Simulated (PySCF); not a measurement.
DMSO (C₂H₆OS), SMILES CS(C)=O.

Geometry optimised at PBE0-D3(BJ)/def2-SVP.

Method: PySCF 2.14.0 with TDA-M06-2X/def2-SVPD.

Vertical excitations.  State labels are in the subgroup Cs.

| state | symmetry | energy (eV) | λ (nm) | f | main pairs |
|---|---|---|---|---|---|
| S1 | A' | 5.97 | 208 | 0.009 | HOMO→LUMO+2 32 %, HOMO→LUMO+3 28 %, HOMO→LUMO+6 21 %, HOMO→LUMO+4 11 % |
| S2 | A" | 6.22 | 199 | 0.070 | HOMO→LUMO+1 75 % |
| S3 | A' | 6.49 | 191 | 0.015 | HOMO→LUMO 84 % |
| S4 | A" | 6.96 | 178 | 0.003 | HOMO−1→LUMO+2 29 %, HOMO−1→LUMO+3 27 %, HOMO−1→LUMO+6 24 %, HOMO−1→LUMO+4 11 % |
| S5 | A' | 7.07 | 175 | 0.082 | HOMO→LUMO+2 46 %, HOMO→LUMO+3 26 %, HOMO→LUMO+6 8 %, HOMO→LUMO 8 % |
| S6 | A' | 7.50 | 165 | 0.041 | HOMO−1→LUMO+1 21 %, HOMO→LUMO+6 21 %, HOMO→LUMO+4 18 %, HOMO→LUMO+3 15 % |
| S7 | A' | 7.53 | 165 | 0.019 | HOMO→LUMO+4 38 %, HOMO→LUMO+3 28 %, HOMO→LUMO+6 18 %, HOMO→LUMO+2 8 % |
| S8 | A" | 7.57 | 164 | 0.000 | HOMO→LUMO+5 41 %, HOMO−1→LUMO 27 %, HOMO→LUMO+1 14 %, HOMO→LUMO+7 13 % |
| S9 | A" | 7.65 | 162 | 0.009 | HOMO−1→LUMO 62 %, HOMO→LUMO+5 19 % |
| S10 | A' | 7.69 | 161 | 0.080 | HOMO−1→LUMO+1 48 %, HOMO→LUMO+4 24 %, HOMO→LUMO+6 12 % |
| T1 | A' | 5.30 | 234 | 0 | HOMO→LUMO+2 27 %, HOMO→LUMO+6 25 %, HOMO→LUMO+3 23 %, HOMO→LUMO+4 14 % |
| T2 | A" | 5.51 | 225 | 0 | HOMO→LUMO+1 56 %, HOMO→LUMO+7 21 %, HOMO→LUMO+5 17 % |
| T3 | A' | 6.45 | 192 | 0 | HOMO→LUMO 69 %, HOMO→LUMO+2 11 % |
| T4 | A" | 6.57 | 189 | 0 | HOMO−1→LUMO+6 29 %, HOMO−1→LUMO+3 26 %, HOMO−1→LUMO+2 23 %, HOMO−1→LUMO+4 11 % |
Triplets are in the Tamm–Dancoff approximation.
